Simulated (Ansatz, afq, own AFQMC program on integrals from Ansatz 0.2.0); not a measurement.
Integrals from Ansatz 0.2.0, then the random walk in our own AFQMC program (afq).

```yaml
crystal:
  periodic: [false, false, false]
  atoms:
    - {symbol: Ge, position_ang: [0.000000, -0.277253, 1.201033]}
    - {symbol: O, position_ang: [0.000000, 1.374732, 0.694464]}
    - {symbol: S, position_ang: [0.000000, -0.057858, -3.067333]}
basis:
  gaussian: {orbitals: cc-pVDZ}
magnetization: {spin_polarized: false, initial_magnetization: 2}
correlation: {method: ccsd_t, electrons: outside_noble_gas, hamiltonian_folder: ham}
```

```sh
$ ansatz run in.yaml --threads 1 --pin off --events-out ev --progress --plain --max-ram 1382MiB
```

Options of the walk:

```
--method phaseless --trial cisd --walkers 60 --populations 1 --least-time 40 --time-step 0.005 --steps-per-block 50 --equilibration-blocks 40 --max-blocks 300 --target-error 0.00096 --factor-cut 1e-05 --start spin_pure --seed 3646 --release-times 0.24,0.51,0.99,1.62,2.4 --release-step 0.03 --release-every 4 --taylor-order 6
```

Times are imaginary, in 1/Eh. The walk had a cap of 2050 s. Filled inner d shells are frozen with the cores.

afq prints:

```
orbitals 39  electrons 9 7  factors 267 of 652
reference energy -2547.66442197 Eh
CCSD correlation -0.39526186 Eh in 20 cycles, weight of the determinant in the CISD state 0.8087
energy of the start -2548.059684 Eh
 block  time / (1/Eh)  mean weight  energy / Eh
     1     0.250  0.9991  -2548.050051
     2     0.500  0.9985  -2548.051107
     3     0.750  1.0005  -2548.056127
     4     1.000  0.9971  -2548.064006
     5     1.250  0.9999  -2548.062079
    10     2.500  1.0023  -2548.084712
    49    12.250  1.0016  -2548.070705
    89    22.250  0.9977  -2548.090468
   129    32.250  1.0000  -2548.063248
   169    42.250  1.0032  -2548.081153
   177    44.250  1.0012  -2548.057948
   209    52.250  0.9991  -2548.060889
   249    62.250  1.0004  -2548.066477
   289    72.250  1.0006  -2548.068925
   329    82.250  1.0005  -2548.069082
   337    84.250  1.0020  -2548.110107
blocks merged  error / Eh  count
     1  0.000786  300
     2  0.000943  150
     4  0.001075  75
     8  0.001158  37
    16  0.001307  18
    32  0.001372  9
released: time / (1/Eh)  energy / Eh  error  mean overlap
  0.24  -2548.077909  0.001085  0.9929
  0.51  -2548.078881  0.001723  0.9759
  0.99  -2548.081208  0.001938  0.9795
  1.62  -2548.081117  0.002283  0.9848
  2.40  -2548.083143  0.003278  0.9576
energy -2548.077106 +/- 0.001307 Eh
(rows thinned)
```

The run passed its tests (sampling time, drift between the halves within three errors, error under three times the target), which doesn't prove that it has relaxed.

Against this walk (error 35.6 meV) on the same determinant: CCSD(T) 20.9 meV lower (within the noise). The error is statistical and leaves out the bias of the constraint. None of these is a sure reference here. Released to 1.62 1/Eh the energy moves by -109 ± 72 meV (both errors), within twice the noise.

Cautions: constraint bias not in the error; error above the target (35.6 against 26.1 meV); no relativity below Rb; no spin-orbit coupling; inner d shell frozen; lower spins were not checked; higher spins were not checked; a spin-contaminated unrestricted determinant lies lower (UHF 232 meV lower, ⟨S²⟩ 2.59).

The walk took 8.6 min on 1 thread of Intel(R) Xeon(R) 6975P-C (Granite Rapids) (shared host). The log's last line is the phaseless energy.

A walk keeps the symmetry of its determinant, which the program's search chose and which needn't be the lowest solution, so a lower state of the same spin and another symmetry isn't excluded.
